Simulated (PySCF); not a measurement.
# SiO: magnetic properties

The task here is to estimate one member of a computed series from the others.

Programs: PySCF 2.14.0, with routines of our own; each step states its level. All values are computed. Atoms count from 0.

### The starting structure

2 atoms, charge 0, multiplicity 1; geometry from: GFN2-xTB.

Set-up of the first run:

Job settings and geometry (Å):

```
{"job": {"xc": "PBE0", "basis": "def2-SVP", "d3": "d3bj", "grid": 1, "kind": "geom"}, "charge": 0, "multiplicity": 1}
O      0.755657    -0.002996    -0.002716
Si    -0.752900     0.004264    -0.011432
```

Launch:

```sh
$ OMP_NUM_THREADS=1 python excited_run.py task.json out
```

One launch serves the whole session: the jobs run in the order shown.

Steps of the session up to this table: Optimising the geometry at PBE0-D3(BJ)/def2-SVP; Magnetic properties: GIAO HF/aug-pcSseg-2; Magnetic properties: GIAO LDA/aug-pcSseg-2; Magnetic properties: GIAO PBE/aug-pcSseg-2; Magnetic properties: GIAO BLYP/aug-pcSseg-2; Magnetic properties: GIAO BP86/aug-pcSseg-2; Magnetic properties: GIAO OPBE/aug-pcSseg-2; Magnetic properties: GIAO OLYP/aug-pcSseg-2; Magnetic properties: GIAO KT1/aug-pcSseg-2; Magnetic properties: GIAO KT2/aug-pcSseg-2; Magnetic properties: GIAO KT3/aug-pcSseg-2; Magnetic properties: GIAO B97-D/aug-pcSseg-2; Magnetic properties: GIAO HCTH407/aug-pcSseg-2.

One table of the session follows, with a row left open; its other results are not shown here.

It belongs to the step «Magnetic properties side by side». 

```
                    level  gap (eV)
     GIAO HF/aug-pcSseg-2     12.34
    GIAO LDA/aug-pcSseg-2      4.56
    GIAO PBE/aug-pcSseg-2      4.56
   GIAO BLYP/aug-pcSseg-2      4.56
   GIAO BP86/aug-pcSseg-2      4.58
   GIAO OPBE/aug-pcSseg-2      4.58
   GIAO OLYP/aug-pcSseg-2      4.56
    GIAO KT1/aug-pcSseg-2      4.60
    GIAO KT2/aug-pcSseg-2      4.67
    GIAO KT3/aug-pcSseg-2         ?
  GIAO B97-D/aug-pcSseg-2      4.61
GIAO HCTH407/aug-pcSseg-2      4.60
```

**Question.** Estimate the row for GIAO KT3/aug-pcSseg-2.

**Answer.** gap (eV): 4.66. In the column «gap (eV)» it lies between GIAO B97-D/aug-pcSseg-2 (4.61) and GIAO KT2/aug-pcSseg-2 (4.67).

Limits of these values: Vibrational averaging and real surroundings are missing from these values.
